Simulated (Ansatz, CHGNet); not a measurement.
# hcp Sc: properties by level of theory

Reference values: lattice constant a 3.309 Å (measured, 293 K, no zero-point or thermal correction; as tabulated in Wikipedia's data pages); lattice parameter c 5.268 Å (measured, 293 K, no zero-point or thermal correction; as tabulated in Wikipedia's data pages).

```
level (code)           lattice parameter a (Å)  lattice parameter c (Å)
---------------------  -----------------------  -----------------------
CHGNet 0.3.0                             3.276                    5.302
r²SCAN (Ansatz)                          3.330                    5.192
r²SCAN+rVV10 (Ansatz)                    3.319                    5.174
```

Differences from the reference values (errors of the level alone only where the reference is corrected to a static lattice):

| level | lattice constant a (%) | lattice parameter c (%) |
|---|---|---|
| CHGNet 0.3.0 | -1.00 | +0.65 |
| r²SCAN | +0.63 | -1.44 |
| r²SCAN+rVV10 | +0.30 | -1.78 |

Nearest: lattice constant a, not ranked (reference at room or unstated temperature); lattice parameter c, not ranked (reference at room or unstated temperature).

Machine-learned potentials (CHGNet 0.3.0) are trained on DFT data: a solid inside that data is no test of them.

Ansatz's density-functional and Hartree–Fock values are scalar-relativistic unless marked +SOC, with PAW data made under PBE.

The crystal itself was run without spin with r²SCAN, r²SCAN+rVV10; a magnetic state was not tried in these runs.

Differences are worked out from the printed values.

Computed values are for the static lattice.

Ansatz is an electronic-structure program.
